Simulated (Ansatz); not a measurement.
# What a trial cell of Sb relaxes into

Computed with DFT r2SCAN, scalar-relativistic, plane waves, PAW in Ansatz 0.2.0. Cutoff 500 eV, Γ-centred k mesh, Gaussian smearing, no spin polarisation in the final step.

The start puts Sb on the dhcp structure type (P6_3/mmc, No. 194), at a guessed volume.

```
CELL_PARAMETERS angstrom
3.57840 0.00000 0.00000
-1.78920 3.09898 0.00000
0.00000 0.00000 11.54104
ATOMIC_POSITIONS crystal
Sb 0.00000 0.00000 0.00000
Sb 0.00000 0.00000 0.50000
Sb 0.33333 0.66667 0.75000
Sb 0.66667 0.33333 0.25000
```

Cell and atoms relax at zero pressure; the relaxation can't lower the symmetry of the start. After a coarse first stage the cell is made exact in the group found at 0.06 Å.

Energies count from the standard state of Sb at the same level.

(1) Describe the relaxed structure.

(2) What are its volume, energy, density and gap?

Answers

(1) It keeps P6_3/mmc (No. 194). The result has the dhcp structure. Conventional cell: a = 3.345 Å, c = 11.198 Å. Around Sb on Wyckoff site a (2 atoms of the primitive cell) lie 12 Sb at 3.35–3.40 Å; Sb on Wyckoff site d (2 atoms of the primitive cell) is coordinated by 12 Sb at 3.35–3.40 Å.

```cif
data_structure
_symmetry_space_group_name_H-M 'P6_3/mmc'
_symmetry_Int_Tables_number 194
_cell_length_a 3.3453
_cell_length_b 3.3453
_cell_length_c 11.1975
_cell_angle_alpha 90.000
_cell_angle_beta 90.000
_cell_angle_gamma 120.000
_cell_volume 108.52
loop_
_atom_site_label
_atom_site_type_symbol
_atom_site_symmetry_multiplicity
_atom_site_Wyckoff_symbol
_atom_site_fract_x
_atom_site_fract_y
_atom_site_fract_z
_atom_site_occupancy
Sb1 Sb 2 a 0.00000 0.00000 0.00000 1
Sb2 Sb 2 d 0.33333 0.66667 0.75000 1
```

(2) The volume per atom is 27.13 Å³ and the density is 7.45 g/cm³. The energy over the standard structure is 0.44 eV/atom and the gap on the 18×18×4 mesh is 0 eV (a metal).

The final run used a 18×18×4 mesh on its 4-atom cell and 0.10 eV smearing. For metals, differences of a few meV/atom aren't resolved. Spin–orbit coupling is left out. A structure relaxed within its symmetry needn't be a true minimum. The steps took of the order of 2.5 core-minutes in all.